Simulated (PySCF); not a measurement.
Compound: 2-methyl-1H-pyrrole, C₅H₇N.
Z-matrix (Å and degrees, GFN2-xTB geometry), rows numbered from 1:
```
C 
C   1  1.4887
C   2  1.3702  1  131.05
C   3  1.4107  2  107.62  1  -179.91
C   4  1.3657  3  107.15  2    -0.01
N   5  1.3609  4  108.03  3    -0.00
H   1  1.0910  2  110.91  3   119.98
H   1  1.0862  2  109.77  3    -0.00
H   1  1.0910  2  110.92  3  -119.97
H   3  1.0724  2  126.14  1     0.11
H   4  1.0720  3  126.43  2   179.90
H   5  1.0720  4  130.60  3  -179.91
H   6  1.0062  2  124.90  1    -0.18
```

NICS = −σ at a ghost point: NICS(0) at the centroid of the ring atoms, NICS(1) 1 Å to either side along the normal of their mean plane, zz for the tensor component along that normal. Level: GIAO PBE0/pcSseg-1 (PySCF, non-relativistic, gas phase) on the GFN2-xTB geometry, one conformer.

Ring bond lengths (Å), with Mayer bond orders in brackets: C2–C3 1.370 (1.50), C3–C4 1.411 (1.36), C4–C5 1.366 (1.54), C5–N6 1.361 (1.16), N6–C2 1.363 (1.12).

Give the NICS values of each ring in ppm.

```json
{"ring": "C2–C3–C4–C5–N6", "type": "5-membered ring with N; formal bonds all aromatic", "NICS(0)": "-13.6", "NICS(1), two faces": "-10.9 / -10.9", "NICS(1)zz, two faces": "-29.1 / -29.1", "rms pucker (Å)": "0.00", "centre to ring atoms, mean (Å)": "1.17"}
```

What can be read from them?

- C2–C3–C4–C5–N6: mean NICS(1)zz -29.1 ppm, shielded, aromatic by this magnetic criterion (flat ring, no four-coordinate atom).

What does the geometric index give? HOMA takes Krygowski's 1993 parameters.

- C2–C3–C4–C5–N6: HOMA 0.90; the largest term is that of C3–C4, α(R − Ropt)² = 0.13. The geometric and the magnetic index point the same way.

List the ring angles and the Hirshfeld charges of the ring atoms.

- C2–C3–C4–C5–N6: C2 107.4° (+0.024 e), C3 107.6° (-0.110 e), C4 107.2° (-0.107 e), C5 108.0° (-0.045 e), N6 109.8° (-0.070 e); sum 540.0° against 540° for a flat convex ring.

Time: 12 s; peak memory 0.65 GiB. Hardware: one thread of an Intel Xeon Platinum 8488C, no GPU, on a shared host. This is the whole shielding run at PBE0/pcSseg-1, SCF included.
